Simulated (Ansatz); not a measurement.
## How far each method lies from RCCSDTQ for HSi–PH2, singlet

Geometry: a PBE0/def2-TZVP stationary point for this spin, not checked as a minimum.

```xyz
5

Si   -0.0424    0.0815    1.1719
P     0.0737   -0.0272   -0.9960
H     0.0174   -1.4414    1.1942
H    -0.6056   -1.0910   -1.6214
H    -0.4962    1.0976   -1.6217
```

Basis cc-pVDZ; Ansatz 0.2.0. Correlated methods freeze the noble-gas cores, which leaves 12 electrons in 41 orbitals. R marks a restricted (for open shells ROHF) determinant, U an unrestricted one. Active spaces: valence = (12e, 11o) chosen from the atoms' valence shells; pair = (2e, 2o) about the gap.

Full CI isn't at hand for all of this; RCCSDTQ serves as the reference, and is uncertain by the last step of the cluster series or more. The frozen core follows each run's orbitals, which can shift R against U totals by a few meV.

```
UHF ⟨S²⟩                          : 0.072
T1 diagnostic (RCCSD)             : 0.0205
largest doubles amplitude (RCCSD) : 0.081
```

| level | E − E(RCCSDTQ) (meV) | share of correlation (%) | wall time |
| --- | --- | --- | --- |
| RHF | 7155 | 0.00 | – |
| UHF | 7153 | 0.03 | 0.82 s |
| RMP2 | 1426 | 80.07 | – |
| CISD | 963 | 86.54 | 0.93 s |
| RCCSD | 286 | 96.00 | – |
| RCCSD(T) | 53 | 99.26 | 0.55 s |
| BCCD(T) | 51 | 99.28 | 0.67 s |
| RCCSDT | 17 | 99.76 | – |
| RCCSDT(Q) | 0 | 100.00 | 13 s |
| CASSCF (valence space) | 4879 | 31.81 | – |
| NEVPT2 (valence space) | 1248 | 82.56 | 20 s (H100) |
| MRCISD (valence space) | 446 | 93.77 | – |
| MRCISD+Q (valence space) | 55 | 99.23 | 18 s (H100) |

The correlation energy at RCCSDTQ, counted from RHF, is -7.155 eV. That run took 29 s on 2 threads of AMD EPYC 7R13 with a shared H100 80 GB, shared host.

Run but not shown, since their state, orbitals or frozen core can't be matched to the reference's or they repeat it: CASSCF (pair space), NEVPT2 (pair space), MRCISD (pair space), MRCISD+Q (pair space).

Times hold each run's SCF and search for its determinant on a shared host, so for small cases they say little of a method's own cost; rows without a card ran on 1 thread of AMD EPYC 7R13.

Natural occupations of CASSCF (valence space) about the gap: 1.980 1.975 1.973 1.961 1.935 0.077 0.035 0.027 0.025 0.021; effectively unpaired electrons, Σ n²(2−n)², 0.06.
